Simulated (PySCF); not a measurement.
Fill in the blanks.

Compound: C₂H₄Cl₂.
SMILES: `C(C)(Cl)Cl`

```json
{"property": "point group", "level": "PBE0-D3(BJ)/def2-SVP", "value": "Cs"}
{"property": "rotational constants A, B, C", "level": "PBE0-D3(BJ)/def2-SVP", "value": "?"}
{"property": "dipole moment", "level": "PBE0/pcSseg-1", "value": "?"}
{"property": "HOMO energy", "level": "PBE0/pcSseg-1", "value": "-8.71 eV"}
{"property": "LUMO energy", "level": "PBE0/pcSseg-1", "value": "?"}
{"property": "13C chemical shifts (computed TMS as zero) by class", "level": "GIAO PBE0/pcSseg-1", "value": "82.8 (1 C), 33.7 (1 C) ppm"}
{"property": "1H chemical shifts (computed TMS as zero) by class", "level": "GIAO PBE0/pcSseg-1", "value": "?"}
{"property": "isotropic shieldings of nuclei other than C and H, by class", "level": "GIAO PBE0/pcSseg-1", "value": "?"}
{"property": "core binding energies", "level": "ΔSCF SCAN, pcX-2 on the ionised atom, pcseg-1 elsewhere, spin-free X2C, 2p3/2 from a spin–orbit splitting computed afterwards within the 2p shell", "value": "?"}
```

The electronic properties come from PySCF, for the isolated species, density fitting. Isolated species at its PBE0-D3(BJ)/def2-SVP geometry, gas phase. The shieldings hold no spin–orbit term; for a carbon that bears several chlorines this term is known to matter. NMR classes are plain means over equivalent atoms (diastereotopic ones count apart unless rotation or inversion swaps them), as if these changed places fast; in this geometry the members of some classes differ.

**Question.** Give the rotational constants A, B, C.

**Answer.** 6.478, 3.183, 2.263 GHz.

**Question.** Give the core binding energies.

**Answer.** Cl2p3/2 206.3 (×2), C1s 291.6, C1s 294.0, Cl1s 2828.9 (×2) eV.

**Question.** The 1H chemical shifts (computed TMS as zero) by class?

**Answer.** 5.69 (1 H), 1.82 (3 H) ppm.

**Question.** What is the LUMO energy?

**Answer.** 0.03 eV.

**Question.** Give the dipole moment.

**Answer.** 2.20 D.

**Question.** What are the isotropic shieldings of nuclei other than C and H, by class?

**Answer.** 660 (2 Cl) ppm.

The dipole matches unit charges of opposite sign 0.46 Å apart (1 e·Å = 4.8032 D). A dipole of 2.20 D is allowed in Cs, and pure rotational transitions are dipole-allowed. The rotational constants make it an asymmetric top with κ = (2B − A − C)/(A − C) = -0.56, nearer the prolate limit (−1). With B = h/(8π²I), that is 505.379 GHz u Å² over I, the principal moments of inertia are 78.0, 158.8 and 223.3 u Å² (most abundant isotopes); the inertial defect Ic − Ia − Ib is -13.5 u Å² (zero for a rigid planar frame, negative otherwise).
